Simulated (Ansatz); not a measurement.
Naphthalene C₁₀H₈, treated with PBE-D4 (plane waves, PAW; Ansatz, a program for electronic structure).

Run with plane-wave cutoff 500 eV, 4×4×4 k mesh, gaussian smearing 0.02 eV, scalar-relativistic PAW data made under PBE.

Computed at the level's own relaxed cell.

Task: Estimate the volume per atom that the calculation returns.

Result: 
- volume per atom: 9.55 Å³/atom

Measured, for comparison: equilibrium volume per atom 9.47 Å³/atom (10 K, zero-point motion not removed, unit-cell volume / atoms in the cell; as tabulated in Loboda et al. (2018), arXiv:1809.09959). Computed (rounded) less measured: equilibrium volume per atom +0.8 %.

Computed values are for the static lattice.
